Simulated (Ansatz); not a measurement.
Rock-salt ZrC was calculated with PBEsol in Ansatz (PAW).

Run with plane-wave cutoff 560 eV, 16×16×16 k mesh, Fermi–Dirac smearing 0.1 eV, perturbation theory, scalar-relativistic PAW data made under PBE.

The cell has the measured lattice: a = 4.692 Å, b = 4.692 Å, c = 4.692 Å, α = 90.00°, β = 90.00°, γ = 90.00°.

Problem. Estimate the zone-centre TO phonon frequency that the calculation returns.

Solution. 
* **zone-centre TO phonon frequency**: 430 cm⁻¹

Note: the cell isn't this level's own, so it is under some stress, which shifts stiffness and frequencies.

Computing time: around 12 core-minutes (rough).

Ansatz is an electronic-structure program.
